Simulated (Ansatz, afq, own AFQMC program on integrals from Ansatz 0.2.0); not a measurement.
**C, triplet, reference energies and how methods fare**

A free C atom.

Basis cc-pVTZ. Noble-gas cores (and the filled d shells of Ga–Kr and In–Xe) are frozen. Ansatz 0.2.0 and our own AFQMC program on the same integrals; the CISD trial comes from CCSD amplitudes, and released means the phaseless constraint is let go. ± is one standard error of the sampling.

Best estimates are CCSD(T) at the basis-set limit (def2-TZVPP/QZVPP) plus the step from CCSD(T) to the highest rung at hand in cc-pVTZ, named in the table (released AFQMC can keep some 10 meV of bias). No zero-point, core-correlation or spin–orbit terms. Other levels are in cc-pVTZ; a dash marks a level that is missing or breaks spin symmetry for a member.

Cautions: C (triplet): the released energies are still falling, so no released level is given (meV from the phaseless value at times in 1/Eh: 0 ± 3 at 0.24, -5 ± 3 at 0.50, -6 ± 3 at 1.00, -13 ± 3 at 1.50), though the last usable value meets full CI within the noise; C⁺ (quartet): another spin lies lower; C⁺ (doublet): the ph-AFQMC/HF walk drifts between its halves (2.4 errors); row 1: this isn't the first ionization.

```tsv
process	PBE0 (kJ/mol)
to charge +1, quartet (vertical)	1578
to charge +1, doublet (vertical)	1110
```

Problem. From these values, estimate the best estimates.

Solution. 
| process | best estimate (kJ/mol) | highest rung |
| --- | --- | --- |
| to charge +1, quartet (vertical) | 1600 | FCI |
| to charge +1, doublet (vertical) | 1084 | FCI |

Errors against the best estimates in kJ/mol, in the same order:

```json
{"level": "MP2", "error, 1": "-61", "error, 2": "1"}
{"level": "CCSD(T)", "error, 1": "-13", "error, 2": "-7"}
{"level": "CCSD(T)/CBS", "error, 1": "-1", "error, 2": "-1"}
{"level": "PBE", "error, 1": "-11", "error, 2": "28"}
{"level": "r2SCAN", "error, 1": "-52", "error, 2": "42"}
{"level": "PBE0", "error, 1": "-22", "error, 2": "26"}
{"level": "B3LYP", "error, 1": "25", "error, 2": "29"}
{"level": "wB97M-V", "error, 1": "8", "error, 2": "4"}
{"level": "B2PLYP", "error, 1": "0", "error, 2": "9"}
```

Cost at the first geometry: PBE0/cc-pVTZ, 0.18 s on 1 thread of Intel(R) Xeon(R) Platinum 8375C CPU @ 2.90GHz (Ice Lake) (shared host); UCCSD(T)/cc-pVTZ, 0.3 s on 1 thread of Intel(R) Xeon(R) Platinum 8375C CPU @ 2.90GHz (Ice Lake) (shared host); CCSDT(Q), 1.3 s on 1 thread of Intel(R) Xeon(R) Platinum 8375C CPU @ 2.90GHz (Ice Lake), with other jobs on the host; ph-AFQMC/CISD with release, 110 s on 1 thread of Intel(R) Xeon(R) Platinum 8375C CPU @ 2.90GHz (Ice Lake) (shared host).

Best estimates are given only where the step beyond CCSD(T) is under 0.3 eV and no member's determinant is very poor (T1 over 0.05, or 0.07 for open shells, ⟨S²⟩ too high by 0.3, two states mixed), so the hardest cases are missing from such tables.

The functionals ran in a triple-zeta set and keep a basis error of their own, a few kJ/mol for each bond in atomization energies and more for double hybrids, so close places among them and the extrapolated levels can swap.

CCSDT and higher add their correlation energy to the determinant of the CCSD(T) run, since their own runs factorise the integrals more tightly (a shift of under 2 meV). Each member of a difference takes its own highest rung, so a best estimate needn't equal the limit plus the step of one row. A walk keeps the symmetry of its determinant, which the program's search chose and which needn't be the lowest solution, so a lower state of the same spin and another symmetry isn't excluded.
